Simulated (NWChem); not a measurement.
Everything below was run with NWChem. System: CH2O, charge 1, spin multiplicity 2, at the geometry of a parent with another charge or spin, in a state set for the comparison that need not be this species' ground state. Its SCF solution wasn't tested for a lower state. Level: UB3LYP/aug-pcseg-1, VWN1-RPA local correlation.

Input file:

```
start mol
memory heap 200 mb stack 900 mb global 1100 mb
charge 1
geometry units angstroms nocenter noautoz
  C      0.000000     0.000000     0.524395
  O      0.000000     0.000000    -0.675291
  H     -0.944727     0.000000     1.127981
  H      0.944727     0.000000     1.127981
  symmetry group C2v
end
basis spherical
  * library aug-pcseg-1
end
dft
  xc b3lyp
  odft
  mult 2
  semidirect memsize 60000000 filesize 0
  iterations 100
end
task dft energy
```

NWChem printed:

```
             Northwest Computational Chemistry Package (NWChem) 7.3.0
             --------------------------------------------------------

                                NWChem Input Module
                                -------------------

 Scaling coordinates for geometry "geometry" by  1.889725989
 (inverse scale =  0.529177249)

 Turning off AUTOSYM since
 SYMMETRY directive was detected!

                             Geometry "geometry" -> ""
                             -------------------------

 Output coordinates in angstroms (scale by  1.889725989 to convert to a.u.)

  No.       Tag          Charge          X              Y              Z
 ---- ---------------- ---------- -------------- -------------- --------------
    1 C                    6.0000     0.00000000     0.00000000     0.52439500
    2 O                    8.0000     0.00000000     0.00000000    -0.67529100
    3 H                    1.0000    -0.94472700     0.00000000     1.12798100
    4 H                    1.0000     0.94472700     0.00000000     1.12798100

 Effective nuclear repulsion energy (a.u.)      31.2760464565

            Nuclear Dipole moment (a.u.)
            ----------------------------
        X                 Y               Z
 ---------------- ---------------- ----------------
     0.0000000000     0.0000000000     0.0000075589

      Symmetry information
      --------------------

 Group name             C2v
 Group number             16
 Group order               4
 No. of unique centers     3

      Symmetry unique atoms

     1    2    3


 Summary of "ao basis" -> "" (spherical)
 ------------------------------------------------------------------------------
       Tag                 Description            Shells   Functions and Types
 ---------------- ------------------------------  ------  ---------------------
 *                        aug-pcseg-1                 on all atoms

                                 NWChem DFT Module
                                 -----------------

 Summary of "ao basis" -> "ao basis" (spherical)
 ------------------------------------------------------------------------------
[...]
    20      0.056452  1 C  d -1              54     -0.035113  3 H  py
    63     -0.035113  4 H  py                15      0.029435  1 C  d -1

 Vector   10  Occ=0.000000D+00  E=-2.027450D-01  Symmetry=a1
              MO Center= -6.9D-16, -4.5D-16,  1.3D+00, r^2= 5.5D+00
   Bfn.  Coefficient  Atom+Function         Bfn.  Coefficient  Atom+Function
  ----- ------------  ---------------      ----- ------------  ---------------
     3      0.966013  1 C  s                 48     -0.646091  3 H  s
    57     -0.646091  4 H  s                 49     -0.304911  3 H  s
    58     -0.304911  4 H  s                  2      0.299589  1 C  s
    10      0.258625  1 C  pz                 7      0.216545  1 C  pz
     4      0.139094  1 C  s                 47     -0.131582  3 H  s

   alpha - beta orbital overlaps
   -----------------------------

   alpha      1      2      3      4      5      6      7      8      9     10
    beta      1      2      3      4      6      5      7      8      9     10
 overlap   1.000  1.000  0.999  0.998  0.966  0.999  0.998  0.965  0.998  0.996

   alpha     11     12     13     14     15     16     17     18     19     20
    beta     11     12     13     14     15     16     17     18     19     20
 overlap   0.997  0.996  1.000  0.997  0.977  1.000  0.998  0.998  0.984  1.000

   alpha     21     22     23     24     25     26     27     28     29     30
    beta     21     22     23     24     25     26     27     29     28     30
 overlap   0.999  1.000  0.999  0.996  0.999  0.868  0.868  0.991  1.000  1.000

   alpha     31     32     33     34     35     36     37     38     39     40
    beta     31     32     33     34     35     36     38     37     39     40
 overlap   0.999  0.995  0.998  0.995  0.997  0.999  0.999  1.000  0.999  0.999

   alpha     41     42     43     44     45     46     47     48     49     50
    beta     41     42     43     45     44     46     47     48     49     50
 overlap   0.996  0.999  0.997  1.000  1.000  0.999  1.000  1.000  0.999  1.000

   alpha     51     52     53     54     55     56     57     58     59     60
    beta     51     52     53     54     55     56     57     58     59     60
 overlap   0.999  1.000  0.998  0.999  0.999  0.994  0.999  0.994  1.000  1.000

   alpha     61     62     63     64
    beta     61     62     63     64
 overlap   1.000  1.000  1.000  1.000

     --------------------------
     Expectation value of S2:
     --------------------------
      <S2> =      0.7583 (Exact =     0.7500)

 center of mass
 --------------
 x =   0.00000000 y =   0.00000000 z =  -0.14072648

 moments of inertia (a.u.)
 ------------------
          46.395313941441           0.000000000000           0.000000000000
           0.000000000000          52.819608559912           0.000000000000
           0.000000000000           0.000000000000           6.424294618471

     Multipole analysis of the density
     ---------------------------------

     L   x y z        total         alpha         beta         nuclear
     -   - - -        -----         -----         ----         -------
     0   0 0 0      1.000000     -8.000000     -7.000000     16.000000

     1   1 0 0      0.000000      0.000000      0.000000      0.000000
     1   0 1 0     -0.000000     -0.000000     -0.000000      0.000000
     1   0 0 1      1.260833      0.847335      0.413490      0.000008

     2   2 0 0     -5.364964     -6.740900     -4.998478      6.374415
     2   1 1 0     -0.000000     -0.000000     -0.000000      0.000000
     2   1 0 1      0.000000     -0.000000      0.000000      0.000000
     2   0 2 0     -7.276194     -3.770450     -3.505744      0.000000
     2   0 1 1      0.000000      0.000000      0.000000      0.000000
     2   0 0 2     -4.455307    -17.703283    -14.759048     28.007023

 Task  times  cpu:        1.4s     wall:        1.4s

 Total times  cpu:        1.5s     wall:        1.5s
```
